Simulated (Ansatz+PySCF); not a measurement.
Results of a calculation; reference values are marked as such.
## Several solutions for singlet NH

```yaml
atoms:
  - { symbol: N, position_ang: [0.0000, 0.0000, -0.1308] }
  - { symbol: H, position_ang: [0.0000, 0.0000, 0.9159] }
```

Basis set: cc-pVDZ (spherical functions). Charge 0, multiplicity 1.

UHF was run from several starts with Ansatz (development build ahead of 0.2.0) and PySCF 2.14.0.

```
run  program                                 start  converged  energy (hartree)  <S²>
  A   Ansatz               atomic start, no search        yes         -54.85746  0.00
  B    PySCF                      program defaults        yes         -54.85746  0.00
  C   Ansatz           search for the lowest state        yes         -54.93322  1.01
  D    PySCF   guess minao, instabilities followed        yes         -54.85746  0.00
  E    PySCF      guess 1e, instabilities followed        yes         -54.93322  1.01
  F   Ansatz               stability test followed        yes         -54.93322  1.01
  G    PySCF    guess atom, instabilities followed        yes         -54.93322  1.01
  H    PySCF  guess huckel, instabilities followed        yes         -54.93322  1.01
```

Task: Which runs reached the lowest solution of this kind, and what is wrong with the others?

Result: C, E, F, G, H reached the lowest solution found. Converged but too high: A by 2.06 eV, B by 2.06 eV, D by 2.06 eV. Convergence only shows a stationary point, and even a stable one can lie too high; stability tests and further starts are what find lower ones. Caution: another spin multiplicity may lie lower. Caution: the unrestricted determinant is a mixture of spin states.
